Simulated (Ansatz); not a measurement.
```yaml
crystal:
  periodic: [false, false, false]
  atoms:
    - {symbol: P, position_ang: [-1.516650, -0.169136, -0.045674]}
    - {symbol: N, position_ang: [-0.006561, 0.618391, 0.190143]}
    - {symbol: S, position_ang: [1.466948, -0.157595, -0.039610]}
    - {symbol: H, position_ang: [0.030312, 1.617599, 0.021337]}
basis:
  gaussian: {orbitals: def2-TZVP}
magnetization: {spin_polarized: true, initial_magnetization: 3}
hamiltonian: {xc: pbe0}
relax: {f_tol: 0.004, max_steps: 80}
```

```sh
$ ansatz run in.yaml --threads 1 --pin off --events-out ev --progress --plain --max-ram 2176MiB
```

Steps of the relaxation (energy above the last step; positions in Å, forces in eV/Å):

```
4
step 1, 56.7 meV
P    -1.517   -0.169   -0.046   -0.085   -0.310   -0.020
N    -0.007    0.618    0.190    0.822    0.258   -0.208
S     1.467   -0.158   -0.040   -0.699    0.071    0.103
H     0.030    1.618    0.021   -0.038   -0.019    0.124
```

```
4
step 2, 33.0 meV
P    -1.509   -0.186   -0.039   -0.006   -0.215   -0.009
N    -0.003    0.630    0.160    0.582    0.217   -0.138
S     1.452   -0.170   -0.032   -0.554    0.073    0.065
H     0.034    1.636    0.037   -0.021   -0.074    0.082
```

```
4
step 3, 5.3 meV
P    -1.463   -0.236   -0.032   -0.014   -0.025    0.013
N     0.006    0.670    0.123   -0.346    0.169   -0.015
S     1.382   -0.200   -0.024    0.363   -0.253   -0.024
H     0.048    1.676    0.059   -0.004    0.110    0.025
```

```
4
step 7, 0.0 meV
P    -1.465   -0.242   -0.010   -0.001    0.000    0.000
N     0.001    0.676    0.042    0.000    0.003    0.000
S     1.390   -0.208   -0.004    0.001   -0.001    0.000
H     0.048    1.684    0.098    0.000   -0.002    0.000
```

Close pairs at the end: N2–H4 1.011 Å, N2–S3 1.646 Å, P1–N2 1.731 Å, P1–S3 2.855 Å.

A stationary point of unrestricted PBE0 after 7 steps, with ⟨S²⟩ = 3.765 against 3.75 for a pure state; no frequencies were run, so it isn't proven a minimum. 43 s on 1 thread of AMD EPYC 7R43, shared host.
